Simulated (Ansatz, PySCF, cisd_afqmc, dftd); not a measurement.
System: HS, charge 0, doublet. HS (SMILES [SH], doublet).
B3LYP-D3(BJ)/def2-TZVP minimum from Ansatz (a program for electronic structure):
```xyz
2

S      0.0000     0.0000    -0.0793
H      0.0000     0.0000     1.2681
```
Charge 0, spin multiplicity 2.

Wanted: enthalpy of formation at 298 K (by atomisation, with ideal-gas terms from PySCF's Hessian at B3LYP-D3(BJ)/def2-TZVP and the atoms' measured values of the G2/97 table; no spin-orbit terms), in kcal/mol. UHF or UKS for unpaired electrons; spin-orbit terms are left out. Correlated methods leave the cores frozen. Rows without X2C or -DK are non-relativistic. AFQMC/CISD: phaseless, guided by CISD from CCSD amplitudes; bars are statistical, one sigma. Outlying blocks are dropped, and bars are widened where a walk drifts. Over all cases where full CI ran beside it in this data, AFQMC minus full CI had a median of +0.1 mEh and passed +0.4 mEh in a tenth of the cases. CBS(X,Y): correlation extrapolated as X^-3, Hartree-Fock from the larger set (Q,5: extrapolated as (X+1)exp(-9√X)). A bracket is a step between two methods taken in the basis named. The functionals are non-relativistic, so their misses hold any scalar relativity. Double hybrids freeze cores in their MP2 part. '+ core + X2C': CCSD(T) terms for core correlation (cc-pwCVTZ, 1s frozen past Ne) and scalar relativity (cc-pVTZ-DK). Full CI freezes restricted core orbitals, also for open shells; the composite that ends in it estimates full CI at the basis-set limit. Where a partner has so few electrons that a lower coupled-cluster level is exact, that level stands in.

Measured: 34.2 kcal/mol, 143.1 kJ/mol (G2/97 table in ASE (Curtiss et al.)); atomic spin-orbit terms, which the calculations lack, would raise the computed values.

| level | program | enthalpy of formation at 298 K (kcal/mol) | error against that value |
|---|---|---|---|
| PBE-D3(BJ)/def2-TZVPD | Ansatz + dftd3 | 32.9 | -1.3 |
| PBE0/def2-TZVPD | Ansatz | 34.5 | 0.3 |
| r2SCANh/def2-TZVPD | Ansatz | 33.1 | -1.1 |
| B2PLYP-D3(BJ)/def2-TZVPD | Ansatz + dftd3 | 35.1 | 0.9 |
| B2GP-PLYP-D4/def2-TZVPD | Ansatz + dftd4 | 35.9 | 1.7 |
| CCSD/aug-cc-pV(Q+d)Z | Ansatz | 35.4 | 1.2 |
| CCSD(T)/aug-cc-pV(D+d)Z | Ansatz | 39.7 | 5.5 |
| CCSDT(Q)/cc-pV(D+d)Z | Ansatz | 41.6 | 7.4 |
| CCSDT(Q)/cc-pV(Q+d)Z | Ansatz | 34.6 | 0.4 |
| AFQMC/CISD/cc-pV(D+d)Z | cisd_afqmc | 41.6 ± 0.1 | 7.4 |
| FCI/cc-pV(D+d)Z | Ansatz | 41.6 | 7.4 |
| CCSD(T)/CBS(cc-pV(Q+d)Z,cc-pV(5+d)Z) + [AFQMC/CISD - CCSD(T)]/cc-pV(Q+d)Z + core + X2C | Ansatz + cisd_afqmc | 33.3 ± 0.2 | -0.9 |
| CCSD(T)/CBS(cc-pV(Q+d)Z,cc-pV(5+d)Z) + [CCSDT(Q) - CCSD(T)]/cc-pV(Q+d)Z + [FCI - CCSDT(Q)]/cc-pV(D+d)Z + core + X2C | Ansatz | 33.5 | -0.7 |
| CCSD(T)/CBS(cc-pV(Q+d)Z,cc-pV(5+d)Z) + [CCSDT(Q) - CCSD(T)]/cc-pV(5+d)Z + [FCI - CCSDT(Q)]/cc-pV(D+d)Z + core + X2C | Ansatz | 33.5 | -0.7 |
